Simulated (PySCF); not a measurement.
Gas-phase reaction: 2 SiH₃ + 2 C₃H₅ (allyl) ⇌ 2 H₂CSiH₂ + C₄H₈ (cis-2-butene)

Energies from PySCF, thermal terms from the rigid-rotor harmonic-oscillator model, ideal gas at 1 bar. S°(298 K) at PBE0/def2-TZVP differs from the NASA 1993 table for C₃H₅ (allyl) (-17 J/mol/K), C₄H₈ (cis-2-butene) (-6 J/mol/K); whether the harmonic model or the table's entry is off was not settled. † marks an energy on the PBE0/def2-TZVP geometry and frequencies; other levels use their own. MP2 freezes the core. 6-31G* has spherical d functions here. Open shells (unrestricted): SiH₃ (multiplicity 2), C₃H₅ (allyl) (multiplicity 2); the rest are closed-shell singlets. B3LYP is the form with VWN-RPA correlation. H₂CSiH₂: computed as isolated molecules; such fragments, hydroxides, amides, oligomers or adducts are transient or little studied in the gas. MP2 isn't extrapolated to the basis-set limit; its ΔH°(298 K) is -369.1 kJ in def2-SVP and -407.1 kJ in def2-TZVPP. The harmonic model lacks anharmonicity and excited electronic states, which grow with temperature; levels with a mode under 35 cm⁻¹ are left out. Internal rotation in C₄H₈ (cis-2-butene) is treated as a harmonic vibration of one conformer, which makes the entropy rough. Warning, spin contamination: C₃H₅ (allyl) (HF/6-31G*, MP2/def2-SVP†).

| level | ΔE electronic, kJ | ΔH°(298 K), kJ | ΔS°(298 K), J/K | ΔG°(2500 K), kJ |
|---|---|---|---|---|
| B3LYP/def2-TZVP† | -324 | -293 | -164 | 109 |
| HF/6-31G* | -89 | -49 | -167 | 379 |
| MP2/def2-SVP† | -400 | -369 | -164 | 33 |
| PBE0/def2-SVP† | -325 | -295 | -164 | 107 |
| r2SCAN/def2-TZVP† | -304 | -273 | -164 | 129 |
| ωB97X-V/def2-TZVP† | -359 | -329 | -164 | 73 |
ΔH° is lowest at MP2/def2-SVP† and highest at HF/6-31G*. No reference value is set beside these.
